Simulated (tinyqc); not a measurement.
Worked calculation: extended Hueckel theory, for H3O+. The parameters take no account of the charge, which enters only through the electron count. One step of it, computed by the program tinyqc.

Task: Orbitals. Solve H C = S C e through S^(-1/2); fill by pairs from the bottom, a degenerate level sharing its electrons equally; each orbital has its largest coefficient positive (the first on a tie).

H (eV), lower triangle:
```
             1O 2s      1O 2px      1O 2py      1O 2pz       2H 1s       3H 1s       4H 1s
1O 2s   -32.300000
1O 2px    0.000000  -14.800000
1O 2py    0.000000    0.000000  -14.800000
1O 2pz    0.000000    0.000000    0.000000  -14.800000
2H 1s   -20.245717   -9.303369    0.000000    3.208058  -13.600000
3H 1s   -20.228337    4.651284   -8.051890    3.204218   -5.032086  -13.600000
4H 1s   -20.228337    4.651284    8.051890    3.204218   -5.032086   -5.030270  -13.600000
```

overlap S, lower triangle:
```
           1O 2s     1O 2px     1O 2py     1O 2pz     2H 1s     3H 1s     4H 1s
1O 2s   1.000000
1O 2px  0.000000   1.000000
1O 2py  0.000000   0.000000   1.000000
1O 2pz  0.000000   0.000000   0.000000   1.000000
2H 1s   0.465445   0.374000   0.000000  -0.128966  1.000000
3H 1s   0.465045  -0.186984   0.323690  -0.128811  0.211432  1.000000
4H 1s   0.465045  -0.186984  -0.323690  -0.128811  0.211432  0.211356  1.000000
```

valence electrons = 8

Give: orbital energies; occupations; coefficients; sum of one-electron energies.

Result:

orbital energies (eV): -34.4282  -17.2365  -17.2352  -14.9737  0.2839  0.3033  21.0699

occupations: 2.0000  2.0000  2.0000  2.0000  0.0000  0.0000  0.0000

coefficients:
```
           MO1      MO2      MO3      MO4      MO5      MO6      MO7
1O 2s   0.7938   0.0000   0.0000   0.1021   0.0000   0.0008   1.1208
1O 2px  0.0000   0.7035   0.0000   0.0001   0.0000  -0.9314   0.0011
1O 2py  0.0000   0.0000   0.7036   0.0000   0.9310   0.0000   0.0000
1O 2pz  0.0251  -0.0001   0.0000   0.9799   0.0000  -0.0002  -0.3287
2H 1s   0.1336   0.3999   0.0000  -0.0444   0.0000   0.9952  -0.6654
3H 1s   0.1334  -0.2001   0.3464  -0.0445  -0.8622  -0.4987  -0.6631
4H 1s   0.1334  -0.2001  -0.3464  -0.0445   0.8622  -0.4987  -0.6631
```

sum of one-electron energies = -167.7472 eV
